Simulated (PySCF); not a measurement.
Compound: BFH3N.
SMILES: `NBF`

Torsions of this conformer, `[NH2:1][BH:2][F:3]`: H–N1–B2–F3 180°, H–N1–B2–F3 0°.

The closed-shell ground state was solved at several levels (PySCF, density fitting, gas phase, non-relativistic). Isolated species at its GFN2-xTB geometry, gas phase.

```csv
level,basis functions,HOMO (eV),LUMO (eV),gap (eV),dipole (D)
B3LYP/pcJ-1,111,-8.25,0.91,9.16,2.53
PBE0/pcSseg-1,66,-8.54,1.17,9.71,2.51
```

Problem. What might CAM-B3LYP/def2-SVPD (87 basis functions) give for the same quantities?

Solution. HOMO -10.14 eV, LUMO 1.05 eV, gap 11.19 eV, dipole 2.45 D.

Problem. Over all these levels, which gives the widest orbital gap and which the narrowest?

Solution. CAM-B3LYP/def2-SVPD (range-separated hybrid) has the widest, 11.19 eV, and B3LYP/pcJ-1 (global hybrid, 20 % exact exchange) the narrowest, 9.16 eV. Functional and basis both differ between the two, so the spread mixes both effects.

Problem. How far do the dipole and the HOMO energy spread over the levels?

Solution. The dipole runs from 2.45 to 2.53 D (mean 2.49 D) and the HOMO from -10.14 to -8.25 eV.
